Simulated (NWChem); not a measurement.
System: NH, triplet; SMILES [NH]

The following NWChem deck was run.

```
start job
memory heap 200 mb stack 900 mb global 1100 mb
geometry units angstroms noautoz
  N      0.000000     0.000000    -0.139521
  H      0.000000     0.000000     0.907234
end
basis spherical
  N library def2-tzvp
  H library def2-tzvp
end
dft
  odft
  mult 3
  xc mn15
  iterations 150
  mulliken
end
task dft energy
```

Excerpt of the output:

```
             Northwest Computational Chemistry Package (NWChem) 7.3.0
             --------------------------------------------------------

 ORDER OF PRIMARY AXIS IS BEING SET TO 4
 C4V symmetry detected

                             Geometry "geometry" -> ""
                             -------------------------

 Output coordinates in angstroms (scale by  1.889725989 to convert to a.u.)

  No.       Tag          Charge          X              Y              Z
 ---- ---------------- ---------- -------------- -------------- --------------
    1 N                    7.0000     0.00000000     0.00000000    -0.13084438
    2 H                    1.0000     0.00000000     0.00000000     0.91591063

 Effective nuclear repulsion energy (a.u.)       3.5387848570

      Symmetry information
      --------------------

 Group name             C4v
 Group number             18
 Group order               8
 No. of unique centers     2

                                 NWChem DFT Module
                                 -----------------

 Summary of "ao basis" -> "ao basis" (spherical)
 ------------------------------------------------------------------------------
       Tag                 Description            Shells   Functions and Types
 ---------------- ------------------------------  ------  ---------------------
 N                         def2-tzvp                11       31   5s3p2d1f
 H                         def2-tzvp                 4        6   3s1p

      Symmetry analysis of basis
      --------------------------

        a1         15
        a2          0
        b1          3
        b2          3
        e          16

            General Information
            -------------------
          SCF calculation type: DFT
          Wavefunction type:  spin polarized.
          No. of atoms     :     2
          No. of electrons :     8
           Alpha electrons :     5
            Beta electrons :     3
          Charge           :     0
          Spin multiplicity:     3
          Use of symmetry is: on ; symmetry adaption is: on
          Maximum number of iterations: 150
          AO basis - number of functions:    37
                     number of shells:    15
          Convergence on energy requested:  1.00D-06
          Convergence on density requested:  1.00D-05
          Convergence on gradient requested:  5.00D-04

              XC Information
              --------------
                         MN15 Method XC Functional
                     Hartree-Fock (Exact) Exchange  0.440
                          MN15 Exchange Functional  1.000
                        MN15 Correlation Potential  1.000

             Grid Information
             ----------------
          Grid used for XC integration:  medium
          Radial quadrature: Mura-Knowles
          Angular quadrature: Lebedev.
          Tag              B.-S. Rad. Rad. Pts. Rad. Cut. Ang. Pts.
          ---              ---------- --------- --------- ---------
          N                   0.65       49           6.0       434
          H                   0.35       45           6.0       434
          Grid pruning is: on
          Number of quadrature shells:    94
          Spatial weights used:  Erf1

      Superposition of Atomic Density Guess
      -------------------------------------

 Sum of atomic energies:         -54.81136102

      Non-variational initial energy
      ------------------------------

 Total energy =     -54.567762
 1-e energy   =     -81.117409
 2-e energy   =      23.010863
 HOMO         =      -0.242842
 LUMO         =      -0.242842

 !!!!!!!!!!!!!!!!!!!!!!!!!!!!!!!!!!!!!!!!!!!!!!!!!!!!!!!!!!!!!!!!!!!!!!
 Warning - the HOMO and LUMO are degenerate and you are using symmetry.
 This can lead to non-variational energies and poor convergence.
 Modify the initial guess, or use an open-shell wavefunction, or turn
 off symmetry.
 !!!!!!!!!!!!!!!!!!!!!!!!!!!!!!!!!!!!!!!!!!!!!!!!!!!!!!!!!!!!!!!!!!!!!!

   Symmetry analysis of molecular orbitals - initial alpha
   -------------------------------------------------------

 !! scf_movecs_sym_adapt:    6 vectors were symmetry contaminated

  Symmetry fudging

 !! scf_movecs_sym_adapt:    6 vectors were symmetry contaminated

  Numbering of irreducible representations:

     1 a1          2 a2          3 b1          4 b2          5 e

  Orbital symmetries:

     1 a1          2 a1          3 a1          4 e           5 e
     6 a1          7 a1          8 a1          9 e          10 e
    11 a1         12 e          13 e          14 b1         15 b2

   Symmetry analysis of molecular orbitals - initial beta
   ------------------------------------------------------

 !! scf_movecs_sym_adapt:    6 vectors were symmetry contaminated

  Symmetry fudging

 !! scf_movecs_sym_adapt:    6 vectors were symmetry contaminated

  Numbering of irreducible representations:

     1 a1          2 a2          3 b1          4 b2          5 e

  Orbital symmetries:

     1 a1          2 a1          3 a1          4 e           5 e
     6 a1          7 a1          8 a1          9 e          10 e
    11 a1         12 e          13 e          14 b1         15 b2

     ---------------------------------------------
      Total Density - Mulliken Population Analysis
     ---------------------------------------------

    Atom       Charge   Shell Charges
 -----------   ------   -------------------------------------------------------
    1 N    7     7.24   0.82  1.15  0.64  0.96  0.31  1.16  1.33  0.85  0.00  0.01  0.00
    2 H    1     0.76   0.23  0.39  0.11  0.03

     --------------------------------------------
      Spin Density - Mulliken Population Analysis
     --------------------------------------------

    Atom       Charge   Shell Charges
 -----------   ------   -------------------------------------------------------
    1 N    7     1.99   0.00  0.00  0.00  0.00 -0.00  0.66  0.76  0.57  0.00  0.00  0.00
    2 H    1     0.01   0.00  0.00  0.00  0.01

   convergence    iter        energy       DeltaE   RMS-Dens  Diis-err
 ---------------- ----- ----------------- --------- --------- ---------
 d= 0,ls=0.0,diis     1    -55.1418978826 -5.87D+01  4.78D-03  1.08D-01
                                                     3.05D-03  6.92D-02
 d= 0,ls=0.0,diis     2    -55.1629721860 -2.11D-02  2.09D-03  1.77D-02
                                                     2.36D-03  1.69D-02
 d= 0,ls=0.0,diis     3    -55.1690618850 -6.09D-03  8.64D-04  3.98D-03
                                                     4.54D-04  1.46D-03
 d= 0,ls=0.0,diis     4    -55.1702148704 -1.15D-03  8.70D-05  2.46D-05
                                                     2.47D-04  5.86D-05
 d= 0,ls=0.0,diis     5    -55.1702512727 -3.64D-05  7.06D-05  5.39D-06
                                                     8.05D-05  2.38D-06
  Resetting Diis
 d= 0,ls=0.0,diis     6    -55.1702565378 -5.27D-06  2.21D-05  2.09D-07
                                                     2.95D-05  2.34D-07
 d= 0,ls=0.0,diis     7    -55.1702569870 -4.49D-07  3.34D-06  9.50D-09
                                                     4.42D-06  1.07D-08

         Total DFT energy =      -55.170256987006
      One electron energy =      -81.582834457548
           Coulomb energy =       29.974245286878
    Exchange-Corr. energy =       -7.100452673345
 Nuclear repulsion energy =        3.538784857008

 Numeric. integr. density =        7.999999773621

                  Occupations of the irreducible representations
                  ----------------------------------------------

                     irrep           alpha         beta
                     --------     --------     --------
                     a1                3.0          3.0
                     a2                0.0          0.0
                     b1                0.0          0.0
                     b2                0.0          0.0
                     e                 2.0          0.0

                    DFT Final Alpha Molecular Orbital Analysis
                    ------------------------------------------

 Vector    3  Occ=1.000000D+00  E=-4.562221D-01  Symmetry=a1
              MO Center= -2.1D-16, -1.1D-15, -1.1D-01, r^2= 9.0D-01
   Bfn.  Coefficient  Atom+Function         Bfn.  Coefficient  Atom+Function
  ----- ------------  ---------------      ----- ------------  ---------------
     8      0.386006  1 N  pz                11      0.295930  1 N  pz
    33      0.236047  2 H  s                  4     -0.224849  1 N  s
     5     -0.217796  1 N  s                 14      0.157228  1 N  pz
     3     -0.151987  1 N  s                 32      0.148841  2 H  s
     2      0.094895  1 N  s                 34      0.090934  2 H  s

 Vector    4  Occ=1.000000D+00  E=-3.759406D-01  Symmetry=e
              MO Center=  3.1D-16,  1.3D-15, -1.0D-01, r^2= 7.8D-01
   Bfn.  Coefficient  Atom+Function         Bfn.  Coefficient  Atom+Function
  ----- ------------  ---------------      ----- ------------  ---------------
     7      0.423699  1 N  py                10      0.355861  1 N  py
    13      0.262352  1 N  py                 6      0.238251  1 N  px
     9      0.200105  1 N  px                12      0.147523  1 N  px
    21      0.025513  1 N  d -1

 Vector    5  Occ=1.000000D+00  E=-3.759406D-01  Symmetry=e
              MO Center= -8.3D-16,  4.8D-16, -1.0D-01, r^2= 7.8D-01
   Bfn.  Coefficient  Atom+Function         Bfn.  Coefficient  Atom+Function
  ----- ------------  ---------------      ----- ------------  ---------------
     6      0.423699  1 N  px                 9      0.355861  1 N  px
    12      0.262352  1 N  px                 7     -0.238251  1 N  py
    10     -0.200105  1 N  py                13     -0.147523  1 N  py
    23     -0.025513  1 N  d  1

[...]
```

Level: MN15/def2-TZVP, spin-unrestricted. Structure relaxed at the PBE0/def2-SVP, spin-unrestricted level. No stability test was run on the SCF state.
